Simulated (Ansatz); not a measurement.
Input file:

```yaml
crystal:
  periodic: [false, false, false]
  atoms:
    - {symbol: Br, position_ang: [0.000000, 0.000000, -1.635667]}
    - {symbol: H, position_ang: [0.000000, 0.000000, -0.147667]}
    - {symbol: Br, position_ang: [0.000000, 0.000000, 1.783333]}
basis:
  gaussian: {orbitals: cc-pVDZ}
magnetization: {spin_polarized: false, initial_magnetization: 1}
correlation: {method: fic_mrcisd_q, electrons: outside_noble_gas, active_space: {window: {electrons: 3, orbitals: 3}}}
```

```sh
$ ansatz run in.yaml --threads 1 --pin off --events-out ev --progress --plain --max-ram 2393MiB
```

Output:

```
676 factors; integrals over basis functions are off by at most 1.3e-3 eV
mean field evaluation 1: about -140010.2761 eV, gradient 1.0e1 eV
mean field evaluation 2: about -140010.2770 eV, gradient 1.0e1 eV
mean field evaluation 4: about -140011.0314 eV, gradient 1.4e0 eV
mean field evaluation 8: about -140011.0614 eV, gradient 1.4e-4 eV
mean field evaluation 16: about -140011.0772 eV, gradient 1.6e-1 eV
mean field evaluation 32: about -140010.0670 eV, gradient 3.2e0 eV
mean field evaluation 64: about -140011.0773 eV, gradient 4.5e-3 eV
mean field evaluation 96: about -140011.0765 eV, gradient 4.3e-1 eV
mean field -140011.07733860 eV, -5145.3121892769 hartree, gradient 2.4e-6 eV, S^2 0.750000; 11 other end points of the search recorded, 0 dependent functions left out
reference -140011.07733860 eV, -5145.3121892769 hartree; 36, 35 occupied and 23, 24 virtual orbitals, 676 factors
state -140011.59015151 eV, -5145.3310348035 hartree
contracted CI cycle   1: correlation 0.00000000 eV, 0.0000000000 hartree, residual 2.01e1 eV
contracted CI cycle   2: correlation -5.98972469 eV, -0.2201183223 hartree, residual 2.34e0 eV
...
state -140011.59015151 eV, -5145.3310348035 hartree; corrected -140018.26219365 eV, -5145.5762278298 hartree
state -140011.51726276 eV, -5145.3283561914 hartree
...
state -140011.51726276 eV, -5145.3283561914 hartree; corrected -140018.17875249 eV, -5145.5731614235 hartree
state -140011.59015151 eV, -5145.3310348035 hartree; corrected -140018.26219365 eV, -5145.5762278298 hartree
state -140011.25772565 eV, -5145.3188183785 hartree
...
contracted CI cycle  10: correlation -6.27443100 eV, -0.2305810861 hartree, residual 3.81e-4 eV
state -140011.25772565 eV, -5145.3188183785 hartree; corrected -140018.16609703 eV, -5145.5726963440 hartree
state -140011.59015151 eV, -5145.3310348035 hartree; corrected -140018.26219365 eV, -5145.5762278298 hartree
state -140011.24284061 eV, -5145.3182713634 hartree
contracted CI cycle   1: correlation 0.00000000 eV, 0.0000000000 hartree, residual 2.04e1 eV
contracted CI cycle   2: correlation -6.20940902 eV, -0.2281915727 hartree, residual 2.60e0 eV
contracted CI cycle   3: correlation -6.33611508 eV, -0.2328479344 hartree, residual 6.71e-1 eV
contracted CI cycle   4: correlation -6.34494299 eV, -0.2331723541 hartree, residual 1.82e-1 eV
contracted CI cycle   5: correlation -6.34570470 eV, -0.2332003465 hartree, residual 6.47e-2 eV
contracted CI cycle   6: correlation -6.34578897 eV, -0.2332034432 hartree, residual 1.70e-2 eV
contracted CI cycle   7: correlation -6.34579442 eV, -0.2332036435 hartree, residual 4.91e-3 eV
contracted CI cycle   8: correlation -6.34579489 eV, -0.2332036607 hartree, residual 1.52e-3 eV
contracted CI cycle   9: correlation -6.34579493 eV, -0.2332036623 hartree, residual 4.52e-4 eV
state -140011.24284061 eV, -5145.3182713634 hartree; corrected -140018.25252029 eV, -5145.5758723402 hartree
state -140011.59015151 eV, -5145.3310348035 hartree; corrected -140018.26219365 eV, -5145.5762278298 hartree
1 active orbitals were swapped for others, from the solution at -140011.51725632 eV, -5145.3283559549 hartree to that at -140011.59014031 eV, -5145.3310343921 hartree; typed "places" are swapped only where nearly empty or full, and so, without "given_window_search", are "orbital_numbers", "shells" and a window whose orbitals a file names under [Active]
Total energy: -140018.26219365 eV, -5145.5762278298 hartree
```

Natural occupations: 1.9649 1.0005 0.0345.

Ran on 1 thread of Arm Neoverse V1, shared host: 24 s wall, 0.18 GiB peak host memory.
